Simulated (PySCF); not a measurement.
# Isomers of C3H4: computed energies against enthalpies of formation

**Experimental background.**

From Active Thermochemical Tables 1.112, for the gas at 298.15 K: enthalpy of formation of `C#CC` (propyne) 185.83 ± 0.37 kJ/mol; enthalpy of formation of `C=C=C` (allene) 190.16 ± 0.36 kJ/mol.

How close the calculation comes is told at the end.

Differences of these values give the isomerisation enthalpies. Geometries: GFN2-xTB; runs in PySCF, gas phase, with a dispersion term only where the level names one. Total electronic energies (Eh):

```json
{"SMILES": "C#CC", "PBE0/pcSseg-1": "-116.49022"}
{"SMILES": "C=C=C", "PBE0/pcSseg-1": "-116.49219"}
```

Zero-point and thermal terms are left out, so the computed numbers are electronic energies.

## Comparison

Relative to `C#CC`, the lowest by measurement, in kJ/mol (measured: enthalpies at 298.15 K; computed: electronic energies):

```csv
SMILES,measured,PBE0/pcSseg-1
C#CC,0.0,0.0
C=C=C,4.3,-5.2
```

Measured values: 185.83 kJ/mol (298.15 K; Active Thermochemical Tables 1.112) for the first row; the others come from the same table. Unsigned miss: PBE0/pcSseg-1 9.5 kJ/mol. PBE0/pcSseg-1 puts another isomer lowest. Where a level misses, the cause wasn't examined.
